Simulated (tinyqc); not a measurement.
Worked calculation: CIS and TDHF on RHF in the sto-3g basis, frozen core, for H2O, spin multiplicity 1. One step of it, computed by the program tinyqc.

Question. CIS singlet states. Diagonalise A (1 hartree = 27.211386 eV); each vector has its largest component positive (the first on a tie). The transition dipole is mu = sqrt2 sum c_ia <i|r|a>.

CIS matrix A, singlet (hartree):
```
          2>6        2>7        3>6       3>7       4>6        4>7       5>6       5>7
2>6  1.247061   0.000000   0.000000  0.049955  0.073684   0.000000  0.000000  0.000000
2>7  0.000000   1.296482  -0.027378  0.000000  0.000000  -0.015144  0.000000  0.000000
3>6  0.000000  -0.027378   0.598775  0.000000  0.000000   0.048603  0.000000  0.000000
3>7  0.049955   0.000000   0.000000  0.847293  0.141400   0.000000  0.000000  0.000000
4>6  0.073684   0.000000   0.000000  0.141400  0.534882   0.000000  0.000000  0.000000
4>7  0.000000  -0.015144   0.048603  0.000000  0.000000   0.558326  0.000000  0.000000
5>6  0.000000   0.000000   0.000000  0.000000  0.000000   0.000000  0.329950  0.000000
5>7  0.000000   0.000000   0.000000  0.000000  0.000000   0.000000  0.000000  0.394961
```

dipole integrals <i|r|a> (bohr):
```
            x          y          z
2>6  0.000000   0.000000  -0.026284
2>7  0.000000  -0.067182   0.000000
3>6  0.000000  -0.958642   0.000000
3>7  0.000000   0.000000  -0.698503
4>6  0.000000   0.000000  -0.590776
4>7  0.000000  -0.804624   0.000000
5>6  0.070385   0.000000   0.000000
5>7  0.000000   0.000000   0.000000
```

Give: singlet excitation energies; lowest vectors; oscillator strengths 2/3 w |mu|^2.

Answer.

singlet excitation energies (eV): 8.9784  10.7474  12.9793  14.3105  17.1360  24.1417  34.4241  35.3190

lowest vectors:
```
     state 1  state 2  state 3  state 4  state 5  state 6
2>6   0.0000   0.0000  -0.0669   0.0000   0.0000  -0.1957
2>7   0.0000   0.0000   0.0000  -0.0034   0.0467   0.0000
3>6   0.0000   0.0000   0.0000  -0.5557   0.8304   0.0000
3>7   0.0000   0.0000  -0.3480   0.0000   0.0000   0.9236
4>6   0.0000   0.0000   0.9351   0.0000   0.0000   0.3297
4>7   0.0000   0.0000   0.0000   0.8314   0.5553   0.0000
5>6   1.0000   0.0000   0.0000   0.0000   0.0000   0.0000
5>7   0.0000   1.0000   0.0000   0.0000   0.0000   0.0000
```

oscillator strengths 2/3 w |mu|^2: 0.0022  0.0000  0.0602  0.0130  1.3034  0.8243
